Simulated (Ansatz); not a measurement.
Reaction (SMILES): N#[N+][O-] → 2 N atom + O atom
B3LYP-D3(BJ)/def2-TZVP geometries, fixed; electronic energies without zero-point terms.

The atomisation energy at MP2 with Ansatz (a program for electronic structure), in kcal/mol, split into its Hartree-Fock and correlation parts. Cores are frozen. Open shells are unrestricted. No added dispersion term, no relativity. Functions are those of the species that has most.

```csv
basis,X,functions,Hartree-Fock,MP2
aug-cc-pVDZ,2,69,80.14,258.21
aug-cc-pVTZ,3,138,86.55,281.19
aug-cc-pVQZ,4,240,87.77,289.60
```

Worked estimate of the basis-set limit from each neighbouring pair, with Hartree-Fock from the larger set and the correlation part extrapolated as X^-3.
Correlation parts: X = 2: 178.07, X = 3: 194.64, X = 4: 201.83.
- (2,3): (27·(194.64) - 8·(178.07))/19 = 201.62; with Hartree-Fock 86.55 the estimate is 288.17 kcal/mol.
- (3,4): (64·(201.83) - 27·(194.64))/37 = 207.08; with Hartree-Fock 87.77 the estimate is 294.85 kcal/mol.
The last two estimates differ by 6.68 kcal/mol; the largest set lies 5.25 from the last. Over the last step Hartree-Fock moves by 1.22 and the correlation part by 7.19.
